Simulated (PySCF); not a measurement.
**Ionising NH**

UHF-CCSD(T); basis H def2-TZVPPD, N def2-TZVPPD; no relativity; PySCF 2.14. Neutral (UHF): triplet (π ↑↑), Re = 1.039 Å, ωe = 3273 cm⁻¹, De = 3.47 eV.

NH⁺ (UHF): quartet (σ ↑, π ↑↑), Re = 1.093 Å, ωe = 2720 cm⁻¹, De = 3.68 eV to H⁺ + N. The energies at the minima are -55.14376 hartree for NH and -54.65154 for NH⁺.

Task: Work out the adiabatic ionisation energy, without and with harmonic zero-point energies (1 hartree = 27.2114 eV, 1 eV = 8065.5 cm⁻¹), and the change of the bond length.

Result: At UHF-CCSD(T): 0.49222 hartree = 13.394 eV between the minima; the zero-point term (2720.0 − 3273.0)/2 cm⁻¹ = -0.034 eV makes it 13.360 eV. Re changes by +5.4 pm against the neutral. The electron leaves a σ orbital, and the longer bond of the ion fits a bonding orbital, or a change in how ionic the bond is.

Correlated steps freeze 1 core orbital. For an ion De counts to the pair picked by the measured ionisation energies or electron affinities, which need not be the lowest pair at this level. States were picked by a PBE0 search and need not be the measured ground states.
